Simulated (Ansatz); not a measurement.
A displaced shape of doublet C₂H:

```xyz
3

H    -0.0107    0.0462   -1.5373
C     0.0240   -0.0383   -0.4981
C     0.0094    0.0308    0.7737
```

It was optimised with HF/def2-SVP in Ansatz (development build ahead of 0.2.0) to forces under 0.001 eV/Å, with unrestricted orbitals. Each step stands on the lowest determinant of that kind that the program's search found.

What shape does it relax to, and how does the optimisation go?

```xyz
3

H    -0.0019    0.0195   -1.5384
C     0.0071    0.0132   -0.4716
C     0.0175    0.0061    0.7483
```

Bond lengths: H1–C2 1.067 Å, C2–C3 1.220 Å. Angles: H1–C2–C3 180.0°.

| step | E − E(start) (eV) | largest force (eV/Å) |
| --- | --- | --- |
| 1 | 0.0000 | 4.4572 |
| 2 | -0.0993 | 1.1633 |
| 3 | -0.1089 | 0.2255 |
| 4 | -0.1107 | 0.1886 |
| 5 | -0.1167 | 0.1137 |
| 6 | -0.1168 | 0.0280 |
| 7 | -0.1168 | 0.0021 |
| 8 | -0.1168 | 0.0000 |

The optimisation ended after 8 steps with its threshold met.
